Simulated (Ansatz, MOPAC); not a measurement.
Process, species as SMILES: C/C=C/Cl → [CH3] (CH3) + [H]/[C]=C\Cl (the C-C bond breaks)

Wanted: bond dissociation energy (enthalpy at 298 K), in kcal/mol. Set-up: no spin-orbit coupling; 6-311+G** with 5d, 6d on Na to Ar in Ansatz (a quantum-chemistry and plane-wave program); dispersion terms only where a functional's name holds one; non-relativistic; UHF or UKS for open shells. Ab initio and DFT rows: single points at B3LYP-D3(BJ) geometries (Ansatz), with unscaled harmonic terms from B3LYP/6-31G* (Ansatz) at its own minima. Semi-empirical rows: MOPAC heats of formation at their own minima for 298 K.

```csv
species,coefficient,"E at B3LYP/6-311+G** (Ansatz), Eh","E at wB97X-V/def2-TZVPD (Ansatz), Eh","H(298 K) - E, kcal/mol","heat of formation at PM3 (MOPAC), kcal/mol"
C/C=C/Cl,-1,-577.57000,-577.45990,48.47,-0.58
[CH3] (CH3),+1,-39.85516,-39.83594,21.26,27.95
[H]/[C]=C\Cl,+1,-537.55271,-537.44828,21.07,52.68
```

 1 Eh = 627.5095 kcal/mol.

Problem. Compute it at each level from the table.

Solution. 
- B3LYP/6-311+G**: the sum of coefficient times E is 0.16213 Eh, or 101.74 kcal/mol; the thermal terms add -6.14. Result: 95.6 kcal/mol.
- wB97X-V/def2-TZVPD: the sum of coefficient times E is 0.17568 Eh, or 110.24 kcal/mol; the thermal terms add -6.14. Result: 104.1 kcal/mol.
- PM3: the sum of coefficient times heat of formation is 81.21 kcal/mol; it needs no thermal term.
